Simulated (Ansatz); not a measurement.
Gas-phase electronic energies from Ansatz, PBE0-D4/def2-TZVP geometries. CCSD(T)/CBS adds triple-zeta CCSD(T) − MP2 to the extrapolated MP2 energy (def2 sets, frozen cores). Functionals use def2-TZVPP. Each species was taken in one conformer, which may not be the lowest.

Reaction (isomerisation): `C=C(N)CO` → `C/N=C/OC`

| level | ΔE (kJ/mol) |
| --- | --- |
| revPBE-D4 | 5.1 |
| r2SCANh-D4 | 9.8 |

Question: What does CCSD(T)/CBS give? (Estimate.)

Answer: Computed: +14.2 kJ/mol. The listed levels differ from it by -9.1, -4.4 kJ/mol.

Question: What do rigid-rotor, harmonic-oscillator terms from PBE0-D4/def2-TZVP frequencies (298.15 K, 1 bar) make of the CCSD(T)/CBS value? (An estimate is asked.)

Answer: Computed: ΔZPE = -0.5 kJ/mol, ΔH = +13.3 kJ/mol, ΔS = -2 J/(mol·K), ΔG = +13.9 kJ/mol.

Largest T1 diagnostic among the species: 0.013.

In def2-TZVPP, CCSD(T) changes the Hartree–Fock value by +8.6 kJ/mol (the triples alone add −1.1 kJ/mol) and MP2 by +12.8 kJ/mol. Leaving LDA and LC-ωPBE aside and taking each functional with its dispersion term where it has one, the values, not all of them listed here, spread over 11.8 kJ/mol, from BLYP-D4 to r2SCAN0-D4. LDA lies +10.8 kJ/mol from PBE without D4. At CCSD(T), def2-SVP lies −25.4 kJ/mol from the extrapolated value and def2-TZVPP −7.3 kJ/mol.

CCSD(T)/CBS has its own doubt, a few kJ/mol and more with outer-core shells, so smaller differences from it don't rank the levels.
